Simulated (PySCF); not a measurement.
Compound: BClH3P.
Atom-mapped SMILES: `[PH2:1][BH:2][Cl:3]` (hydrogens: H4, H5 on P1; H6 on B2)

Structure used (PBE0-D3(BJ)/def2-SVP), in Å, numbered top down from 1:
```xyz
6
BClH3P angstrom
P     -0.4849   -0.3279   -1.0320
B      1.2992    0.0820   -0.5638
Cl     2.4957   -1.1762   -0.3491
H     -0.7254   -1.4618   -0.2098
H     -1.1546    0.6533   -0.2510
H      1.6793    1.2255   -0.5393
```

Computed with core-valence-separated Tamm–Dancoff BHandHLYP/aug-pcX-1 (pcseg-1 on H, def2-SVPD on P, def2-SVPD on Cl) in PySCF, non-relativistic, gas phase, PBE0-D3(BJ)/def2-SVP geometry.

Computed boron K-edge spectrum, Gaussian lines of 0.5 eV full width, highest printed point 100; it ends one width below the last computed root. The energies are unshifted.

```tsv
photon energy (eV)	absorption
186.2	1
186.4	9
186.6	47
186.8	100
187.0	87
187.2	31
187.4	5
187.6	0
187.8	0
188.0	0
188.2	0
188.4	0
188.6	0
188.8	0
189.0	0
189.2	0
189.4	0
189.6	0
189.8	0
190.0	0
190.2	0
190.4	0
190.6	0
190.8	0
191.0	0
191.2	0
191.4	4
191.6	19
191.8	36
192.0	27
192.2	9
192.4	2
192.6	3
192.8	13
193.0	37
193.2	45
193.4	28
```

Q: Where are the maxima, and which lines make them up?

A: 3 maxima:
- 186.9 eV: B2 (three-coordinate boron), 186.87 eV, f = 0.091, 100 % of the height at the exact maximum
- 191.8 eV: B2 (three-coordinate boron), 191.84 eV, f = 0.031, 100 % of the height at the exact maximum
- 193.1 eV: B2 (three-coordinate boron), 193.14 eV, f = 0.038, 95 % of the height at the exact maximum

Roots within 0.03 eV on the same or equivalent atoms count as one line; shares under 12 % aren't listed.

Vibrational structure and lifetime widths aren't in the curve. The ionisation threshold wasn't computed; near and above it a finite basis only mimics Rydberg series and continuum.

One conformer stands for the species.
